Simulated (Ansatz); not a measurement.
Task: harmonic frequencies at the relaxed geometry of FHMg, SMILES [F][MgH], with Ansatz 0.2.0, Python API. Give the script and its output. Settings (for the species named): Hartree-Fock, cc-pVDZ basis, multiplicity 1.

Contents of `fhmg.xyz`:
```text
3

F    -1.46890    0.84180   -0.72090
Mg    0.03870   -0.03870    0.01990
H     1.41930   -0.86800    0.68780
```

`run_freq.py`:
```python
"""Harmonic frequencies of FHMg at its relaxed geometry."""

import ansatz as az
import numpy as np

BASIS = "cc-pVDZ"
FUNCTIONAL = "hf"

geometry = az.Crystal.molecule_from_extxyz("fhmg.xyz")

setup = geometry.calculation()
setup = setup.basis(gaussian=BASIS).functional(FUNCTIONAL)
symbols = [site.symbol for site in geometry.cartesian_sites]
start = np.array([site.position_ang for site in geometry.cartesian_sites], dtype=float)
rep = setup.relax(force_tolerance=0.003).run().report
end = np.array(rep["positions_ang"])

print("final positions (A) and the move of each atom")
for symbol, xyz, old in zip(symbols, end, start):
    print(f"{symbol:2s} {xyz[0]:10.5f} {xyz[1]:10.5f} {xyz[2]:10.5f}   {np.linalg.norm(xyz - old):7.4f}")

# frequencies need a stationary point, so they are taken at the relaxed geometry
minimum = az.Crystal.molecule()
for symbol, place in zip(symbols, end):
    minimum = minimum.atom(symbol, place.tolist())
vibrating = (
    minimum.calculation()
    .basis(gaussian=BASIS)
    .functional(FUNCTIONAL)
    .phonons(temperatures=(200, 600, 100))
)
vib = vibrating.run().report["vibrations"]
sums = vib["harmonic_sums"]
modes = [m["omega_inv_cm"] for m in sums["modes_at_gamma"] if m["rigid_motion"] == "no"]
for number, w in enumerate(modes, start=1):
    print(f"mode {number:2d} {w:9.1f} 1/cm {w / 8065.544 * 1000:8.2f} meV")
print("imaginary modes:", sum(w < 0 for w in modes), " zero-point energy:", round(sums["zero_point_energy_ev"], 4), "eV")
print("T (K)   F_vib (eV)   S_vib (meV/K)   C_vib (meV/K)")
for row in zip(sums["temperatures_k"], sums["vibrational_free_energy_ev"], vib["entropy_ev_per_k"], vib["heat_capacity_ev_per_k"]):
    print(f"{row[0]:6.1f} {row[1]:11.4f} {1000 * row[2]:13.4f} {1000 * row[3]:15.4f}")
```

```console
$ python run_freq.py
final positions (A) and the move of each atom
F    -1.37662    0.79105   -0.67412    0.1152
Mg    0.01049   -0.02997    0.00250    0.0343
H     1.35522   -0.82598    0.65842    0.0821
mode  1     339.5 1/cm    42.10 meV
mode  2     339.5 1/cm    42.10 meV
mode  3     762.0 1/cm    94.48 meV
mode  4    1685.5 1/cm   208.97 meV
imaginary modes: 0  zero-point energy: 0.1938 eV
T (K)   F_vib (eV)   S_vib (meV/K)   C_vib (meV/K)
 200.0      0.1906        0.0581          0.1182
 300.0      0.1818        0.1170          0.1719
 400.0      0.1674        0.1717          0.2076
 500.0      0.1477        0.2210          0.2340
 600.0      0.1233        0.2655          0.2545
```

The frequencies are harmonic and unscaled, in a modest basis. The result belongs to the one conformer reached from this start, and soft torsions count as harmonic oscillators. Run time: 6.7 s on 1 thread of Arm Neoverse V1, on a shared host, peak memory 0.16 GiB.

(Lines on the test bed's own set-up are left out of the output.)
